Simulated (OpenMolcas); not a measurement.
# Predicting a hybrid from its neighbours: SiH2O (oxosilane)

The species is SiH2O (4 atoms), meant as a singlet with charge 0. SMILES: `O=[SiH2]`. The shape is that of a PBE0-D4/def2-TZVP optimisation.

The HOMO–LUMO gap y, in eV, basis def2-TZVPP; a is the functional's share of exact exchange. Programs: OpenMolcas 26.06.

```
functional     program     a  y (eV)
    revPBE  OpenMolcas     0    3.71
    r2SCAN  OpenMolcas     0    4.21
     B3LYP  OpenMolcas   0.2       ?
      PBE0  OpenMolcas  0.25    6.07
     BHLYP  OpenMolcas   0.5    8.43
```

Question: Fit y = c + s·a to the known rows and predict B3LYP.

Answer: 
1. Means of the 4 rows: a = 0.1875, y = 5.605.
2. Σ(Δa)² = 0.17188, Σ(Δa·Δy) = 1.5288, so the slope is 1.5288/0.17188 = 8.8946.
3. Intercept: 5.605 − (8.8946) × 0.1875 = 3.937. The largest residual of the fit is 0.27.
4. B3LYP: 3.937 + (8.8946) × 0.2 = 5.72 eV.

The run gave 5.60 eV, so the prediction is off by +0.12 eV, within the scatter of the fit. Exact exchange lowers occupied levels and raises empty ones. The rows mix families of semi-local functionals, which the line can't see.
